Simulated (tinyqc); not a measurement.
Stretching all distances: RHF, UHF, MP2, CISD and CCSD against full CI in the sto-3g basis, for H2F+, spin multiplicity 1. Computed by the program tinyqc with PySCF. 

Geometry (angstrom):
```
atom       x        y       z
F     0.0000   0.0000  0.0000
H     0.0000   0.7540  0.5210
H     0.0000  -0.7540  0.5210
```

All coordinates are multiplied by the scale. c0^2 is the weight of the RHF determinant in the lowest singlet FCI state (UHF is spin-contaminated and may lie near states of higher spin) and n(LUMO) the first natural occupation beyond the occupied space.

Full CI energy (hartree) and errors against it (kcal/mol):
```
scale   distance 1-2 (angstrom)      E(FCI)       RHF      UHF      MP2    CISD    CCSD  <S^2> UHF    c0^2  n(LUMO)
0.9700                   0.8890  -98.880166   22.1219  22.1219   5.2251  0.2540  0.1504     0.0000  0.9844   0.0164
1.2400                   1.1364  -98.881534   37.9102  37.9102  10.1470  0.9156  0.5642     0.0000  0.9585   0.0400
1.5000                   1.3747  -98.782551   58.5055  58.1046  16.4313  2.4040  1.5991     0.1398  0.9073   0.0839
1.7700                   1.6222  -98.676912   84.4898  52.1196  23.2513  4.8724  3.3384     1.0052  0.8186   0.1628
2.0300                   1.8605  -98.597109  111.1527  34.7791  29.8864  7.2581  4.5676     1.3059  0.6876   0.2609
```

UHF parts from RHF first at scale 1.5 of those listed, where <S^2> leaves zero. The weight c0^2 goes from 0.98 to 0.69 and n(LUMO) from 0.02 to 0.26: static correlation grows as the bonds break into open-shell fragments. The spread of the error along the curve, which distorts its shape, is CCSD 4.4, CISD 7.0, MP2 24.7, UHF 36.0, RHF 89.0 kcal/mol. The table stops here: at scale 2.3 and beyond, the reference weight falls under 0.45 or RHF, UHF or CCSD hop between solutions, so those rows were left out and the spreads given cover only the rows shown. As computed, partly on other solutions, the errors there reach in size RHF 157, UHF 21, MP2 42, CISD 6, CCSD 25 kcal/mol.
